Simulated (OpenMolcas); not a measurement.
# SiH4O (silanol): levels of theory compared

Wanted: a comparison of 6 runs (HF/3-21G, B3LYP/6-31G*, BHLYP/cc-pVTZ, revPBE/cc-pVTZ, MP2/cc-pVTZ) of SiH4O (silanol). 

Program for the calculation: OpenMolcas 26.06.

1 further run of the same task is left out (set aside as unsound or not needed).

**1. Starting point**

SiH4O has 6 atoms, charge 0, and is taken as a singlet. As SMILES, `O[SiH3]`. The O1–H3 distance was set to 2.106 Å, away from the relaxed value. At this shape a bond of the SMILES string is far longer than usual.

Bond lengths: O1–Si2 1.648 Å, Si2–H4 1.489 Å, Si2–H5 1.481 Å, Si2–H6 1.489 Å. Angles: O1–Si2–H4 111.7°, O1–Si2–H5 105.9°, O1–Si2–H6 111.7°, H4–Si2–H5 109.9°, H4–Si2–H6 107.9°, H5–Si2–H6 109.9°.

**2. The energy at HF/3-21G (run 1)**

File calc.input:

```
&gateway
baslib = $CurrDir
coord
6
angstrom
O        1.317795      -0.311646      -0.163819
Si       0.645395       1.065154      -0.769819
H        0.069100      -1.629200       0.904700
H       -0.447205       0.764354      -1.735619
H        1.741595       1.783554      -1.458419
H        0.078795       1.921054       0.308881
basis = 3-21G
group = NoSym
&seward
&scf
thresholds = 1e-10 1e-07 1e-07 1e-05
prorbitals = 0
```

The basis set 3-21G is read from a file made from the Basis Set Exchange's data (not shown).

Started as:

```console
$ export MOLCAS_MEM=1860
$ pymolcas calc.input > calc.log
```

What it wrote:

```text
--- Start Module: gateway ---
[...]
--- Stop Module: gateway /rc=_RC_ALL_IS_WELL_ ---
--- Start Module: seward ---
[...]
      Basis functions           30
--- Stop Module: seward /rc=_RC_ALL_IS_WELL_ ---
--- Start Module: scf ---
[...]
       Convergence after  14 Iterations
[...]
::    Total SCF energy                               -363.9389070657
[...]
      Total spin, S                                     0.0000000000
[...]
      Total electronic charge=   26.000000
      Total            charge=   -0.000000
[...]
      Dipole Moment (debye):
      Origin of the operator (angstrom)=    0.8455    0.5766   -0.5448
                   X= -1.5189E+00               Y= -1.4640E-01               Z=  4.7536E-01           Total=  1.5983E+00
      Quadrupole Moment (debye*angstrom):
[...]
--- Stop Module: scf /rc=_RC_ALL_IS_WELL_ ---
[...]
```

Run time: 1 s. Hardware: 1 thread of Intel Xeon 6975P-C (Granite Rapids), shared host; peak memory 0.37 GiB.

**3. The energy at B3LYP/6-31G(d) (spherical functions) (run 2)**

File struct.xyz:

```xyz
6

O      1.317795    -0.311646    -0.163819
Si     0.645395     1.065154    -0.769819
H      0.069100    -1.629200     0.904700
H     -0.447205     0.764354    -1.735619
H      1.741595     1.783554    -1.458419
H      0.078795     1.921054     0.308881
```

File mol.inp:

```
&GATEWAY
BASLIB=$CurrDir
COORD=struct.xyz
BASIS=6-31Gs
GROUP=NoSym
&SEWARD
GRIDINPUT
Grid=UltraFine
End of Grid
&SCF
KSDFT=B3LYP
THRESHOLDS=1e-10 1e-07 1e-07 1e-05
PRORBITALS=1 1
```

The basis set 6-31G* is read from a file made from the Basis Set Exchange's data (not shown).

Started as:

```console
$ export MOLCAS_MEM=1860
$ pymolcas mol.inp > mol.log
```

What it wrote:

```text
--- Start Module: gateway ---
[...]
--- Stop Module: gateway /rc=_RC_ALL_IS_WELL_ ---
--- Start Module: seward ---
[...]
      Basis functions           40
--- Stop Module: seward /rc=_RC_ALL_IS_WELL_ ---
--- Start Module: scf ---
[...]
       Convergence after  17 Iterations
[...]
::    Total KS-DFT energy                            -366.9497908064
[...]
      Total spin, S                                     0.0000000000
[...]
      Total electronic charge=   26.000000
      Total            charge=   -0.000000
[...]
      Dipole Moment (debye):
      Origin of the operator (angstrom)=    0.8455    0.5766   -0.5448
                   X= -1.3104E+00               Y= -2.4007E-01               Z=  4.7465E-01           Total=  1.4142E+00
      Quadrupole Moment (debye*angstrom):
[...]
--- Stop Module: scf /rc=_RC_ALL_IS_WELL_ ---
[...]
```

Wall time 6.3 s (1 thread of Intel Xeon 6975P-C (Granite Rapids), shared host); peak memory 0.38 GiB.

Runs 3 to 5 aren't shown in full; the table further down has their settings and results.

**4. A single-point energy at MP2/cc-pVTZ (run 6)**

File job.inp:

```
* H4OSi MP2
>>> EXPORT MOLCAS_PRINT=2
&gateway
baslib=$CurrDir
coord
6
angstrom
O        1.317795      -0.311646      -0.163819
Si       0.645395       1.065154      -0.769819
H        0.069100      -1.629200       0.904700
H       -0.447205       0.764354      -1.735619
H        1.741595       1.783554      -1.458419
H        0.078795       1.921054       0.308881
basis=cc-pVTZ
group=NoSym
&seward
&scf
thresholds=1e-10 1e-07 1e-07 1e-05
prorbitals=1 2
&mbpt2
frozen=6
```

The basis set cc-pVTZ is read from a file made from the Basis Set Exchange's data (not shown).

Started as:

```console
$ export MOLCAS_MEM=1860
$ pymolcas job.inp > job.log
```

What it wrote:

```text
--- Start Module: gateway ---
[...]
--- Stop Module: gateway /rc=_RC_ALL_IS_WELL_ ---
[...]
      Basis functions          120
[...]
--- Start Module: scf ---
[...]
       Convergence after  15 Iterations
[...]
::    Total SCF energy                               -365.9559288885
[...]
      Total spin, S                                     0.0000000000
[...]
      Total electronic charge=   26.000000
      Total            charge=   -0.000000
[...]
      Dipole Moment (debye):
      Origin of the operator (angstrom)=    0.8455    0.5766   -0.5448
                   X= -1.6377E+00               Y= -9.2133E-01               Z=  9.4473E-01           Total=  2.1032E+00
      Quadrupole Moment (debye*angstrom):
[...]
--- Stop Module: scf /rc=_RC_ALL_IS_WELL_ ---
[...]
--- Start Module: mbpt2 ---
[...]
WARNING!
Default frozen orbitals as non valence orbitals is overwritten by user input.
Default values:   3
[...]
       Reference weight ( Cref**2 )         =        0.84447
::    Total MBPT2 energy                             -366.3822174329
[...]
      Total MBPT2 calculations                           0.52      0.58
--- Stop Module: mbpt2 /rc=_RC_ALL_IS_WELL_ ---
[...]
```

Wall time 15 s (1 thread of Intel Xeon 6975P-C (Granite Rapids), shared host); peak memory 0.76 GiB.

**5. Overview of the runs**

```csv
run,level,integration grid,Cartesian functions,energy (Eh),dipole moment (D) of the reference,HOMO energy (eV),LUMO energy (eV),wall time
1,HF/3-21G,–,no,-363.938907,1.60,-10.59,-1.13,1 s
2,B3LYP/6-31G* (spherical functions),UltraFine,no,-366.949791,1.41,-7.90,-5.32,6.3 s
3,B3LYP/6-31G* (Cartesian functions),UltraFine,yes,-366.952933,1.42,-7.91,-5.33,6.6 s
4,BHLYP/cc-pVTZ,UltraFine,no,-366.934831,1.84,-9.75,-4.48,32 s
5,revPBE/cc-pVTZ,UltraFine,no,-366.922062,1.22,-6.71,-6.09,33 s
6,MP2/cc-pVTZ,–,no,-366.382217,2.10,-11.13,-2.04,15 s
```

**6. Summary of results**

| quantity | value |
| --- | --- |
| run 6: total energy | -366.38222 Eh |
| run 6: dipole moment (mean-field density) | 2.10 D |
| run 6: HOMO energy (Hartree–Fock orbitals) | -11.13 eV |
| run 6: LUMO energy (Hartree–Fock orbitals) | -2.04 eV |
| run 6: HOMO–LUMO gap (Hartree–Fock orbitals) | 9.08 eV |
| run 6: correlation energy (6 core orbitals frozen) | -426.3 mEh |

In words: Over runs 1, 2, 3, 4, 5 the dipole moment (its size) runs from 1.22 D (revPBE/cc-pVTZ) to 1.84 D (BHLYP/cc-pVTZ). Over runs 1, 2, 3, 4, 5 the HOMO–LUMO gap runs from 0.61 eV (revPBE/cc-pVTZ) to 9.46 eV (HF/3-21G). The two ends differ in method and basis. Totals of different functionals can't be ranked against each other. In runs 1, 2, 3, 4, 5, 6 a closed-shell determinant meets a far-stretched bond, which it describes badly. All runs together took 93 s, the longest 33 s.
